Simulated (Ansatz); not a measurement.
# CHSi₂ (sextet): from Hartree-Fock to the top rungs, cc-pVDZ

Aim: climb from Hartree-Fock through coupled cluster and multireference methods for CHSi₂ (sextet) at one geometry and basis, and see what each rung misses.

Method: cc-pVDZ, core rule «outside noble gas», up to 11 orbitals frozen; program: Ansatz 0.2.0, Gaussian basis.

Plan: UHF; CCSD(T) on ROHF; CCSD(T) on UHF; BCCD(T) on ROHF; CISD as a restricted active space (open shells left free, so some higher excitations enter); CCSDT(Q) on ROHF; CCSDT(Q) on UHF; CASSCF and NEVPT2, 13 electrons in 11 orbitals.

20 further runs of the same task are left out: 8 that didn't finish, 12 set aside as unsound or not needed. Runs told in other sessions of the task aren't counted.

### Step 1. The geometry

The geometry is a PBE0/def2-TZVP stationary point (not a proven minimum) of the parent state, kept for this charge and spin.

4 atoms, charge 0, spin multiplicity 6.

Atoms are counted from 1 here; the program's logs count them from 0.

Bond lengths: C1–Si2 1.912 Å, C1–Si3 1.729 Å, Si2–Si3 2.317 Å, Si2–H4 1.509 Å. Angles: Si2–C1–Si3 78.8°, C1–Si2–Si3 47.1°, C1–Si2–H4 117.9°, Si3–Si2–H4 119.9°, C1–Si3–Si2 54.1°.

### Step 2. UHF

in.yaml reads:

```yaml
crystal:
  periodic: [false, false, false]
  atoms:
    - {symbol: C, position_ang: [-0.061244, -1.147988, -0.219952]}
    - {symbol: Si, position_ang: [0.099301, 0.160438, 1.164819]}
    - {symbol: Si, position_ang: [-0.033008, 0.314343, -1.142833]}
    - {symbol: H, position_ang: [-1.117401, 0.450106, 2.008353]}
basis:
  gaussian: {orbitals: cc-pVDZ}
magnetization: {spin_polarized: true, initial_magnetization: 5}
hamiltonian: {xc: hf}
output: {orbitals: {seedname: orbitals}}
```

Started as:

```sh
> ansatz run in.yaml --threads 1 --pin off --events-out ev --progress --plain --max-ram 2393MiB
```

Further steps of the session: CCSD(T) on ROHF; CCSD(T) on UHF; BCCD(T) on ROHF; CISD as a restricted active space (open shells left free, so some higher excitations enter); CCSDT(Q) on ROHF; CCSDT(Q) on UHF; CASSCF and NEVPT2, 13 electrons in 11 orbitals.

Q: Predict the results of all the runs planned. Wanted: UCCSDT(Q) from the RHF energy; RMP2 from UCCSDT(Q); UMP2 from UCCSDT(Q); RCCSD from UCCSDT(Q); RCCSD(T) from UCCSDT(Q); UCCSD(T) from UCCSDT(Q); RCCSDT(Q) from UCCSDT(Q); NEVPT2 frontier from UCCSDT(Q); T1 diagnostic.

The runs gave:

| quantity | value |
| --- | --- |
| UCCSDT(Q) from the ROHF energy | -7.6204 eV |
| RMP2 from UCCSDT(Q) | +1461.6 meV |
| UMP2 from UCCSDT(Q) | +1514.8 meV |
| RCCSD from UCCSDT(Q) | +407.4 meV |
| RCCSD(T) from UCCSDT(Q) | +79.7 meV |
| UCCSD(T) from UCCSDT(Q) | +80.9 meV |
| RCCSDT(Q) from UCCSDT(Q) | +2.3 meV |
| NEVPT2 frontier from UCCSDT(Q) | +1653.7 meV |
| levels within 1 kcal/mol (43 meV) | RCCSDT, UCCSDT, RCCSDT(Q) |
| T1 diagnostic | 0.039 |

What this shows: RCCSD(T) lands +79.7 meV from the yardstick (1.0 % of the correlation energy). These misses are within one basis, not against nature; the frozen cores of restricted and unrestricted runs differ, which can shift their rows.

With open shells the CI space here admits some higher excitations, so it is larger than plain CISD.
